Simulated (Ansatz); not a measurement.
Results of PBEsol (Ansatz, a quantum-chemistry and plane-wave program, plane waves, PAW) for SnBr2 (Pnma, No. 62; cell taken from a computed entry).

Numerical settings: plane-wave cutoff 520 eV, 4×8×4 k mesh (along the axes of the cell as run), Fermi–Dirac smearing 0.01 eV, scalar-relativistic PAW data made under PBE.

Cell (relaxed with PBEsol):

```yaml
crystal:
  lattice:
    - [8.08016, 0.00000, 0.00000]
    - [0.00000, 4.15319, 0.00000]
    - [0.00000, 0.00000, 10.91826]
  atoms:
    - { symbol: Sn, position: [0.36653, 0.25000, 0.65707] }
    - { symbol: Sn, position: [0.63347, 0.75000, 0.34293] }
    - { symbol: Sn, position: [0.13347, 0.75000, 0.15707] }
    - { symbol: Sn, position: [0.86653, 0.25000, 0.84293] }
    - { symbol: Br, position: [0.67934, 0.25000, 0.54461] }
    - { symbol: Br, position: [0.32066, 0.75000, 0.45539] }
    - { symbol: Br, position: [0.82066, 0.75000, 0.04461] }
    - { symbol: Br, position: [0.17934, 0.25000, 0.95539] }
    - { symbol: Br, position: [0.97485, 0.25000, 0.29996] }
    - { symbol: Br, position: [0.02515, 0.75000, 0.70004] }
    - { symbol: Br, position: [0.52515, 0.75000, 0.79996] }
    - { symbol: Br, position: [0.47485, 0.25000, 0.20004] }
```

### Question
What does this level give for the band gap?

### Answer

- band gap: 2.10 eV

Note: this cell isn't known to be the ambient phase, and symmetry holds it in the calculation.

Spin–orbit coupling is not included.

Computed values are for the static lattice.
